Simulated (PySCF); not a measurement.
# S2F2 (SMILES FSSF) at SVWN5/6-311+G(d,p)

What is the energy change on altering one bond length of S2F2 at SVWN5/6-311+G**? Input form: a Python script.

The results are computed with PySCF 2.14.0.

1 further run of the same task is left out (set aside as unsound or not needed).

**1. The structure to begin with**

S2F2: 4 atoms, total charge 0, spin state singlet. As SMILES, `FSSF`. Geometry: relaxed at PBE0-D4/def2-TZVP.

Bond lengths: F1–S2 1.631 Å, S2–S3 1.890 Å, S3–F4 1.631 Å. Angles: F1–S2–S3 108.6°, S2–S3–F4 108.6°.

**2. A single-point energy at SVWN5/6-311+G(d,p)**

File run.py:

```python
# Difluorodisulfane
from pyscf import gto, dft

system = gto.M(
    atom='''
F     -3.370799    -0.377813    -1.174635
S     -0.883768     1.444034    -1.195006
S      1.974745    -0.522301    -0.349070
F      2.279784    -0.543901     2.718711
''',
    verbose=3,
    unit='bohr',
    spin=0,
    max_memory=1860,
    basis='6-311+g**',
)

myscf = dft.RKS(system)
myscf.xc = 'svwn'
myscf.conv_tol = 1e-10
myscf.grids.level = 5
myscf.kernel()
if not myscf.converged:
    myscf = myscf.newton().run(myscf.mo_coeff, myscf.mo_occ)

e_final = myscf.e_tot
print('E(%s) = %.9f' % ('SVWN5', e_final))
```

Started as:

```
OMP_NUM_THREADS=1 python run.py
```

Standard output:

```text
converged SCF energy = -992.145594847294
E(SVWN5) = -992.145594847
```

It took 8.7 s on 1 thread of Arm Neoverse V2, shared host; peak memory 0.37 GiB.

**3. The distorted shape at the same level**

File job.py:

```python
from pyscf import gto, dft

mol = gto.M(
    atom='F -1.912886 -0.190786 -1.920308; S -0.596806 0.773294 -1.931088; S 0.915854 -0.267246 -1.483438; F 1.206410 -0.287820 1.438680',
    charge=0,
    verbose=3,
    basis='6-311+g**',
    max_memory=1860,
    spin=0,
)

ks = dft.RKS(mol, xc='svwn')
ks.conv_tol = 1e-10
ks.grids.level = 5
ks.kernel()
if not ks.converged:
    ks = ks.newton().run(ks.mo_coeff, ks.mo_occ)

e_final = ks.e_tot
print('E = %.10f Eh' % e_final)
```

Started as:

```
OMP_NUM_THREADS=1 python job.py
```

Standard output:

```text
converged SCF energy = -992.0523285775
E = -992.0523285775 Eh
```

Run time: 17 s. Hardware: 1 thread of Arm Neoverse V2, shared host; peak memory 0.37 GiB.

**4. Outcome**

At SVWN5/6-311+G**:

```
                                                         quantity          value
                                        first shape: total energy  -992.14559 Eh
                                       first shape: dipole moment         1.69 D
                                         first shape: HOMO energy       -7.53 eV
                                         first shape: LUMO energy       -3.10 eV
                                       first shape: HOMO–LUMO gap        4.44 eV
                                    distorted shape: total energy  -992.05233 Eh
                                   distorted shape: dipole moment         6.71 D
                                     distorted shape: HOMO energy       -6.87 eV
                                     distorted shape: LUMO energy       -6.82 eV
                                   distorted shape: HOMO–LUMO gap        0.05 eV
energy change with the S3–F4 bond stretched from 1.631 to 2.937 Å       2.538 eV
```

In words: One bond (distorted shape) is far stretched, which a spin-restricted single reference describes badly; a broken-symmetry solution may lie lower. With the S3–F4 bond stretched from 1.631 to 2.937 Å the energy rises by 2.54 eV (245 kJ/mol). The first shape isn't relaxed at this level, so the change isn't measured from a minimum. A restricted reference can't describe the breaking bond well at this length. Mulliken charges (distorted shape) run from -0.42 on F4 to +0.30 on S2; in a basis this large or diffuse they mean little.
